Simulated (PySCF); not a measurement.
Geometries of 2 isomers of C3H4Cl2, from PBE0-D3(BJ)/def2-SVP geometry optimisation, gas phase in PySCF. One conformer each, no zero-point energy, no frequencies.

Question: Which is lower in electronic energy at this level?
A.
```xyz
9
angstrom
C      1.381    0.069   -0.057
C      0.093    0.393   -0.109
Cl    -0.428    2.054   -0.060
C     -1.085   -0.526   -0.213
Cl    -0.649   -2.247   -0.267
H      2.154    0.834    0.018
H      1.666   -0.984   -0.091
H     -1.751   -0.374    0.649
H     -1.658   -0.294   -1.123
```
B.
```xyz
9
angstrom
C     -1.360    0.168    0.333
C     -0.286   -0.449   -0.158
C      1.080    0.132   -0.094
Cl     2.154   -0.918    0.874
Cl     1.741    0.342   -1.739
H     -2.351   -0.289    0.271
H     -1.290    1.148    0.814
H     -0.355   -1.430   -0.638
H      1.090    1.120    0.381
```

Answer: A. That is 2,3-dichloro-1-propene (`C=C(Cl)CCl`), 4.7 kcal/mol below the other.

```csv
SMILES,atoms numbered as above,E (Eh),relative (kcal/mol),relative (kJ/mol),dipole (D)
C=C(Cl)CCl,[CH2:1]=[C:2]([Cl:3])[CH2:4][Cl:5],-1036.29041,0.0,0.0,0.28
C=CC(Cl)Cl,[CH2:1]=[CH:2][CH:3]([Cl:4])[Cl:5],-1036.28288,4.7,19.8,2.03
```
